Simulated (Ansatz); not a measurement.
**BH (SMILES [BH]) at 6 levels**

Wanted: a comparison of 6 runs (UHF/def2-TZVP, r2SCAN/3-21G, UPBE/def2-TZVP, CCSDT(Q)/3-21G, CCSD/def2-TZVP, CCSD(T)/def2-TZVP) of BH. 

Program for the calculation: Ansatz 0.2.0.

60 further runs of the same task are left out: 60 set aside as unsound or not needed.

## (1) The structure to begin with

BH: 2 atoms, total charge 0, spin state singlet. SMILES: `[BH]`. The H2–B1 distance was set to 1.540 Å, away from the relaxed value.

Bond lengths: B1–H2 1.540 Å.

## (2) The energy at UHF/def2-TZVP (run 1)

Contents of in.yaml:

```yaml
crystal:
  periodic: [false, false, false]
  atoms:
    - {symbol: B, position_ang: [0.000000, 0.000000, -0.308100]}
    - {symbol: H, position_ang: [0.000000, 0.000000, 1.232400]}
basis:
  gaussian: {orbitals: def2-TZVP}
hamiltonian: {xc: hf}
accuracy: high
magnetization: {spin_polarized: true, initial_magnetization: 0}
```

The run is started by

```
$ ansatz run in.yaml --threads 1 --pin off --max-ram 2610MiB --events-out events.jsonl --progress --plain --runs-dir runs
```

The program printed:

```text
Warning: RAYON_NUM_THREADS=1 ignored (pool sized by the plan → 1); use --threads N
Functional definition: HF
  name "HF"
  exchange = exact_x
  correlation = 0
488 factors; integrals over basis functions are off by at most 3.6e-9 eV
mean field evaluation 1: about -682.6308 eV, gradient 5.7e0 eV
mean field evaluation 2: about -682.6306 eV, gradient 5.7e0 eV
mean field evaluation 4: about -683.1622 eV, gradient 6.6e-1 eV
mean field evaluation 8: about -683.1713 eV, gradient 3.4e-4 eV
mean field evaluation 16: about -683.2423 eV, gradient 5.6e-1 eV
mean field evaluation 32: about -683.1713 eV, gradient 1.1e-4 eV
mean field -683.28561516 eV, -25.1102832095 hartree, gradient 9.9e-8 eV, S^2 0.395831; 3 other end points of the search recorded, 0 dependent functions left out
reference -683.28561516 eV, -25.1102832095 hartree; 3, 3 occupied and 34, 34 virtual orbitals, 488 factors
Total energy: -683.28561516 eV, -25.1102832095 hartree
```

Run time: 0.2 s. Hardware: 1 thread of Arm Neoverse V1, shared host.

## (3) A single-point energy at r2SCAN/3-21G (run 2)

Contents of job.yaml:

```yaml
crystal:
  periodic: [false, false, false]
  atoms:
    - {symbol: B, position_ang: [0.000000, 0.000000, -0.308100]}
    - {symbol: H, position_ang: [0.000000, 0.000000, 1.232400]}
basis:
  gaussian: {orbitals: 3-21G.json}
magnetization: {spin_polarized: false}
hamiltonian: {xc: r2scan}
accuracy: high
```

The basis set 3-21G is read from a file made from the Basis Set Exchange's data (not shown).

The run is started by

```
$ ansatz run job.yaml --threads 1 --pin off --max-ram 2610MiB --events-out events.jsonl --progress --plain --runs-dir runs
```

The program printed:

```text
Warning: RAYON_NUM_THREADS=1 ignored (pool sized by the plan → 1); use --threads N
Functional definition: r2SCAN
  name "r2SCAN"
  parameter k0 = 0.174
  parameter k1 = 0.065
  parameter a1 = 4.9479
  exchange = r2scan_x(k0 = k0, k1 = k1, a1 = a1)
  correlation = r2scan_c
210 factors; integrals over basis functions are off by at most 3.1e-9 eV
mean field evaluation 1: about -682.8437 eV, gradient 4.2e0 eV
mean field evaluation 2: about -682.8724 eV, gradient 3.0e0 eV
mean field evaluation 4: about -682.9186 eV, gradient 8.6e-3 eV
mean field evaluation 8: about -682.9132 eV, gradient 7.2e-4 eV
mean field evaluation 16: about -682.9132 eV, gradient 4.1e-8 eV
mean field -682.91319836 eV, -25.0965971444 hartree, gradient 4.1e-8 eV, S^2 0.000000; 0 other end points of the search recorded, 0 dependent functions left out
reference -682.91319871 eV, -25.0965971576 hartree; 3, 3 occupied and 8, 8 virtual orbitals, 210 factors
Total energy: -682.91319871 eV, -25.0965971576 hartree
```

Run time: 0.68 s. Hardware: 1 thread of Arm Neoverse V1, shared host.

Runs 3 to 5 aren't shown in full; the table further down has their settings and results.

## (4) A single-point energy at CCSD(T)/def2-TZVP (run 6)

Contents of input.yaml:

```yaml
crystal:
  periodic: [false, false, false]
  atoms:
    - {symbol: B, position_ang: [0.000000, 0.000000, -0.308100]}
    - {symbol: H, position_ang: [0.000000, 0.000000, 1.232400]}
basis:
  gaussian: {orbitals: def2-TZVP}
magnetization: {spin_polarized: false, initial_magnetization: 0}
correlation: {method: ccsd_t, frozen_orbitals: {B: 1, H: 0}}
accuracy: high
scf: {omitted_lower_state_checks: [cluster_reference, increment]}
```

The run is started by

```
$ ansatz run input.yaml --threads 1 --pin off --max-ram 2610MiB --events-out events.jsonl --progress --plain --runs-dir runs
```

The program printed (excerpt; [...] marks lines left out):

```text
Warning: RAYON_NUM_THREADS=1 ignored (pool sized by the plan → 1); use --threads N
Functional definition: HF
  name "HF"
[...]
488 factors; integrals over basis functions are off by at most 3.6e-9 eV
[...]
mean field -683.17134567 eV, -25.1060838831 hartree, gradient 1.9e-8 eV, S^2 0.000000; 0 other end points of the search recorded, 0 dependent functions left out; unrestricted orbitals would lower it
1 core orbitals not correlated: weight in the atoms' cores, before any rotation towards them, 1.000 or more for the frozen orbitals, at most 0.000 for the correlated occupied ones
reference -683.17134567 eV, -25.1060838831 hartree; 2, 2 occupied and 34, 34 virtual orbitals, 488 factors
second order -1.96357973 eV of doubles, -0.00000000 eV of singles
cycle   1  -2.40411477 eV  change   -4.4e-1 eV  update   6.9e-2
[...]
cycle  23  -2.72199069 eV  change  -1.5e-11 eV  update  2.6e-10
perturbative correction -0.06211243 eV, -0.0022825899 hartree
Total energy: -685.95544879 eV, -25.2083977859 hartree
Checks for a lower state left out: cluster_reference, increment
```

Run time: 0.28 s. Hardware: 1 thread of Arm Neoverse V1, shared host.

## (5) The series

```csv
run,level,frozen core orbitals,energy (Eh),wall time
1,UHF/def2-TZVP,–,-25.110283,0.2 s
2,r2SCAN/3-21G,–,-25.096597,0.68 s
3,UPBE/def2-TZVP,–,-25.222380,1.1 s
4,CCSDT(Q)/3-21G,1,-25.023814,0.18 s
5,CCSD/def2-TZVP,1,-25.206115,0.28 s
6,CCSD(T)/def2-TZVP,1,-25.208398,0.28 s
```

## (6) Summary of results

| quantity | value |
| --- | --- |
| run 6: total energy | -25.20840 Eh |
| run 6: correlation energy (1 core orbital frozen) | -102.3 mEh |
| run 6: (T) correction | -2.28 mEh |
| run 6: T1 diagnostic | 0.016 |

In words: Below the UHF energy at the same shape and in the same basis (def2-TZVP): CCSD -95.8 mEh; CCSD(T) -98.1 mEh. Some of these start from another determinant than that one, so these aren't their correlation energies. Totals of different functionals can't be ranked against each other. In runs 4, 5, 6 the log says that unrestricted orbitals would lower the reference, so the values rest on an unstable closed-shell determinant (other closed-shell runs at this shape may share the fault). Spin contamination of the reference: run 1 ⟨S²⟩ = 0.40. All runs together took 2.7 s, the longest 1.1 s.
